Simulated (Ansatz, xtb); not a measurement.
**Group exchange: H2S + C2H2S → H2S2 + C2H2**

Species: H2S (hydrogen sulfide) `S`, singlet; C2H2S (ethynethiol) `C#CS`, singlet; H2S2 `SS`, singlet; C2H2 (acetylene) `C#C`, singlet. The partners trade H for SH: S–H and C–SH bonds give way to S–SH and C–H.

Shapes, held fixed at every level: PBE0-D4/def2-TZVP. Flexible molecules stand in one conformer, not always the lowest. Programs: Ansatz 0.2.0, xtb 6.7.1. The zero-point and thermal change to 298 K, harmonic and unscaled (PBE0-D4/def2-TZVP), is +6.1 kJ/mol.

| level | kind | ΔH(298 K) (kJ/mol) | less CCSD(T)/CBS estimate |
| --- | --- | --- | --- |
| GFN1-xTB | semi-empirical | +35.4 | +29.1 |
| B3LYP-D4/def2-TZVPP | global hybrid | +9.5 | +3.2 |
| BHLYP-D4/def2-TZVPP | global hybrid | +8.6 | +2.3 |
| wB97M-V/def2-TZVPP | range-separated hybrid | +6.9 | +0.6 |
| MP2/def2-SVP | perturbation theory | +35.5 | +29.2 |
| CCSD/def2-SVP | coupled cluster or CI | +29.6 | +23.3 |
| CCSD(T)/def2-TZVPP | coupled cluster or CI | +12.9 | +6.6 |
| CCSD/def2-TZVPP | coupled cluster or CI | +11.9 | +5.6 |
| CCSD(T)/CBS estimate | coupled cluster or CI | +6.3 | 0.0 |

The highest level, CCSD(T)/CBS estimate, gives ΔH(298 K) = +6.3 kJ/mol; the levels span +6.3 to +35.5. The column of differences is taken from that level and isn't an error. No measured value is set beside it here. The CBS estimate extrapolates MP2 from def2-TZVPP and def2-QZVPP and adds CCSD(T) − MP2 in the triple-zeta set, cores frozen.
